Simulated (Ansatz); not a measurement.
Geometry optimisation, Ansatz, UKS PBE0-D4/STO-3G.

input.yaml

```yaml
crystal:
  periodic: [false, false, false]
  atoms:
    - { symbol: Li, position_ang: [-2.05632, -1.11819, 0.74179] }
    - { symbol: C, position_ang: [-0.3901, -0.71162, -0.0144] }
    - { symbol: C, position_ang: [0.38946, 0.57125, -0.02973] }
    - { symbol: H, position_ang: [0.21471, -1.45385, -0.56106] }
    - { symbol: H, position_ang: [0.58609, 0.89412, -1.06101] }
    - { symbol: H, position_ang: [-0.11764, 1.38613, 0.48705] }
    - { symbol: H, position_ang: [1.37379, 0.43217, 0.43736] }
magnetization:
  spin_polarized: true
  initial_magnetization: 1
basis:
  gaussian: { orbitals: STO-3G }
hamiltonian:
  xc: pbe0
  dispersion: d4
relax:
  f_tol: 0.015
  max_steps: 40
```

Command:

```bash
$ ansatz run input.yaml --threads 1 --pin off --max-ram 2048MiB --backend cpu --events-out ev --progress --plain --runs-dir out
```

Where does it end, and by what steps?

The forces met the threshold. Limits of this set-up: minimal basis. After 3 steps the energy has fallen by 0.018 eV; H6 moved furthest, 0.02 Å.

```csv
step,energy less start (eV),largest force component (eV/Å),accepted
0,0.0000,0.728,yes
1,-0.0170,0.182,yes
2,-0.0183,0.063,yes
3,-0.0184,0.006,yes
```

```xyz
7
Properties=species:S:1:pos:R:3
Li -2.072 -1.134 0.744
C -0.398 -0.727 -0.013
C 0.395 0.582 -0.029
H 0.212 -1.469 -0.565
H 0.587 0.903 -1.069
H -0.107 1.406 0.489
H 1.383 0.438 0.444
```

Whether the end is a true minimum wasn't checked by a vibrational analysis.

Time of the run: 4.7 s on 1 thread of Intel(R) Xeon(R) Platinum 8488C (Sapphire Rapids), with other jobs on the host, peak memory 0.13 GiB.
